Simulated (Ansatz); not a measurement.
## Correlation methods on CH₂, triplet

Program: Ansatz, Gaussian basis, development build; BCCD by scripts on PySCF. Settings: STO-3G; 1 core orbital frozen; no relativity. Perturbation and coupled-cluster methods stand on the Hartree–Fock determinant that coupled cluster favours; RHF here means ROHF, with semicanonical perturbation theory. The state met can differ between shapes. A minimal or small basis: far from the basis limit. The unrestricted determinant is a mixture of spins, so it may stand for another state.

Shape A. A bond is stretched, to 2.71 times the sum of the covalent radii.

```csv
atom,x (Å),y (Å),z (Å)
C,0.0000,0.0000,0.0000
H,0.0000,2.6730,1.1340
H,0.0000,-0.9900,0.4200
```

Shape B. A bond is stretched, to 1.88 times the sum of the covalent radii.

```xyz
3

C     0.0000    0.0000    0.0000
H     0.0000    1.8513    0.7854
H     0.0000   -0.9900    0.4200
```

Shape C. A bond is stretched, to 1.81 times the sum of the covalent radii.

```xyz
3

C     0.0000    0.0000    0.0000
H     0.0000    1.7820    0.7560
H     0.0000   -0.9900    0.4200
```

Correlation energy of CCSD(T), then each method's total less that of CCSD(T), in eV:

```tsv
case	E corr CCSD(T)	CCSD	BCCD	BCCD(T)	determinant
A UHF	-0.527	+0.002	+0.002	0.000	⟨S²⟩ = 2.997
B RHF	-4.073	–	+0.030	+0.001	0.80 eV over the lowest such Hartree–Fock solution met
C RHF	-3.014	+0.028	+0.025	0.000	0.37 eV over the lowest such Hartree–Fock solution met
```

Problem. Give full CI less CCSD(T). Is CCSD(T) good to 1 kcal/mol?

Solution. A UHF: -0.014 eV (within, spin-contaminated determinant); B RHF: -0.016 eV (within); C RHF: -0.016 eV (within).

Several Brueckner solutions were met.
